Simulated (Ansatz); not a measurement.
**H4Si: interaction energy of a dimer with the counterpoise correction**

A script is to give the interaction energy of a dimer with the counterpoise correction; the system is H4Si. SMILES: [SiH4].

Computed with the Python package of Ansatz 0.2.0. Level of theory: MP2/aug-cc-pVDZ.

## Step 1: The structure

Bond lengths: Si1–H2 1.461 Å, Si1–H3 1.461 Å, Si1–H4 1.461 Å, Si1–H5 1.461 Å. Angles: H2–Si1–H3 109.4°, H2–Si1–H4 109.4°, H2–Si1–H5 109.5°, H3–Si1–H4 109.5°, H3–Si1–H5 109.5°, H4–Si1–H5 109.6°.

No structure file is read: the coordinates are typed or built in the script.

## Step 2: Script

The input, dimer_h4si.py:

```python
import ansatz as az

FIRST = [
    ("Si", (0.0, 0.0003, -0.0008)),
    ("H", (0.9513, -0.6773, 0.8764)),
    ("H", (-1.309, 0.0442, 0.646)),
    ("H", (-0.1032, -0.7292, -1.2622)),
    ("H", (0.4609, 1.362, -0.2594)),
]
SECOND = [
    ("Si", (0.9085, 3.9438, 1.1938)),
    ("H", (0.2316, 4.4175, 2.3983)),
    ("H", (2.3335, 4.2513, 1.2861)),
    ("H", (0.3406, 4.6085, 0.0235)),
    ("H", (0.7294, 2.4993, 1.0709)),
]

def energy(atoms, ghosts=()):
    molecule = az.Crystal.molecule()
    for symbol, xyz in atoms:
        molecule = molecule.atom(symbol, xyz)
    calc = (
        molecule.calculation()
        .basis(gaussian="aug-cc-pVDZ")
        .correlation("MP2")
        .accuracy("medium")
    )
    deck = calc.input()
    if ghosts:
        deck = deck.set(az.key.basis.gaussian.ghost_atoms, [{"symbol": s, "position_ang": list(xyz)} for s, xyz in ghosts])
    return az.Session.from_dict(deck).plan().execute().report["free_energy_ev"]

both = energy(FIRST + SECOND)
alone = energy(FIRST) + energy(SECOND)
ghosted = energy(FIRST, SECOND) + energy(SECOND, FIRST)
print(f"dimer {both:.6f} eV")
print(f"interaction, uncorrected   {23.060548 * (both - alone):8.3f} kcal/mol")
print(f"interaction, counterpoise  {23.060548 * (both - ghosted):8.3f} kcal/mol")
print(f"basis-set superposition    {23.060548 * (alone - ghosted):8.3f} kcal/mol")
```

## Step 3: The calls as engine input

The package turns the script's settings into the engine's input (first run):

```yaml
crystal:
  periodic: [false, false, false]
  atoms:
    - { symbol: Si, position_ang: [0.0, 0.0003, -0.0008] }
    - { symbol: H, position_ang: [0.9513, -0.6773, 0.8764] }
    - { symbol: H, position_ang: [-1.309, 0.0442, 0.646] }
    - { symbol: H, position_ang: [-0.1032, -0.7292, -1.2622] }
    - { symbol: H, position_ang: [0.4609, 1.362, -0.2594] }
    - { symbol: Si, position_ang: [0.9085, 3.9438, 1.1938] }
    - { symbol: H, position_ang: [0.2316, 4.4175, 2.3983] }
    - { symbol: H, position_ang: [2.3335, 4.2513, 1.2861] }
    - { symbol: H, position_ang: [0.3406, 4.6085, 0.0235] }
    - { symbol: H, position_ang: [0.7294, 2.4993, 1.0709] }
accuracy: medium
basis:
  gaussian:
    orbitals: aug-cc-pVDZ
correlation:
  method: mp2
```

## Step 4: The run

Started as:

```
> python dimer_h4si.py
```

Log:

```text
dimer -15856.650478 eV
interaction, uncorrected      4.150 kcal/mol
interaction, counterpoise     4.950 kcal/mol
basis-set superposition       0.801 kcal/mol
```

Run time: 4.4 s. Hardware: 1 thread of Intel Xeon 6975P-C (Granite Rapids), shared host; peak memory 0.28 GiB.

## Step 5: Inputs of later runs

The engine's inputs for some of the other runs:

Run 3, against run 1:

```diff
@@ -4,5 +3,0 @@
-    - { symbol: Si, position_ang: [0.0, 0.0003, -0.0008] }
-    - { symbol: H, position_ang: [0.9513, -0.6773, 0.8764] }
-    - { symbol: H, position_ang: [-1.309, 0.0442, 0.646] }
-    - { symbol: H, position_ang: [-0.1032, -0.7292, -1.2622] }
-    - { symbol: H, position_ang: [0.4609, 1.362, -0.2594] }
```

Run 4, against run 1:

```diff
@@ -9,5 +8,0 @@
-    - { symbol: Si, position_ang: [0.9085, 3.9438, 1.1938] }
-    - { symbol: H, position_ang: [0.2316, 4.4175, 2.3983] }
-    - { symbol: H, position_ang: [2.3335, 4.2513, 1.2861] }
-    - { symbol: H, position_ang: [0.3406, 4.6085, 0.0235] }
-    - { symbol: H, position_ang: [0.7294, 2.4993, 1.0709] }
@@ -17,0 +13,6 @@
+    ghost_atoms:
+      - { symbol: Si, position_ang: [0.9085, 3.9438, 1.1938] }
+      - { symbol: H, position_ang: [0.2316, 4.4175, 2.3983] }
+      - { symbol: H, position_ang: [2.3335, 4.2513, 1.2861] }
+      - { symbol: H, position_ang: [0.3406, 4.6085, 0.0235] }
+      - { symbol: H, position_ang: [0.7294, 2.4993, 1.0709] }
```

Run 5, against run 1:

```diff
@@ -4,5 +3,0 @@
-    - { symbol: Si, position_ang: [0.0, 0.0003, -0.0008] }
-    - { symbol: H, position_ang: [0.9513, -0.6773, 0.8764] }
-    - { symbol: H, position_ang: [-1.309, 0.0442, 0.646] }
-    - { symbol: H, position_ang: [-0.1032, -0.7292, -1.2622] }
-    - { symbol: H, position_ang: [0.4609, 1.362, -0.2594] }
@@ -17,0 +13,6 @@
+    ghost_atoms:
+      - { symbol: Si, position_ang: [0.0, 0.0003, -0.0008] }
+      - { symbol: H, position_ang: [0.9513, -0.6773, 0.8764] }
+      - { symbol: H, position_ang: [-1.309, 0.0442, 0.646] }
+      - { symbol: H, position_ang: [-0.1032, -0.7292, -1.2622] }
+      - { symbol: H, position_ang: [0.4609, 1.362, -0.2594] }
```

Lines on the test bed's own set-up are left out of the output.

## Step 6: The engine's runs

One row for each of the 5 runs:

| run | system | ghost atoms | energy (eV) | iterations in all | CPU time (s) |
| --- | --- | --- | --- | --- | --- |
| 1 | H8Si2 | not set | -15856.6505 | 10 | 1.4 |
| 2 | H4Si | not set | -7928.4152 | 10 | 0.21 |
| 3 | H4Si | not set | -7928.4152 | 10 | 0.21 |
| 4 | H4Si | a list of 5 | -7928.4321 | 10 | 1.2 |
| 5 | H4Si | a list of 5 | -7928.4331 | 10 | 0.95 |

Totals carry meaning only in balanced differences at one level of theory.

## Step 7: Results

| quantity | value |
| --- | --- |
| interaction energy, uncorrected | 4.150 kcal/mol |
| interaction energy, counterpoise | 4.950 kcal/mol |
| runs compared | 5 |

The pair is unbound at this geometry and level. Uncorrected it is 4.150 kcal/mol, with the counterpoise correction 4.950 kcal/mol; the difference, 0.80 kcal/mol, is the superposition error. The pose is repulsive. The dimer is a generated trial pose of unrelaxed monomers, not a minimum, so the figure is no binding energy, and the basis set is small.
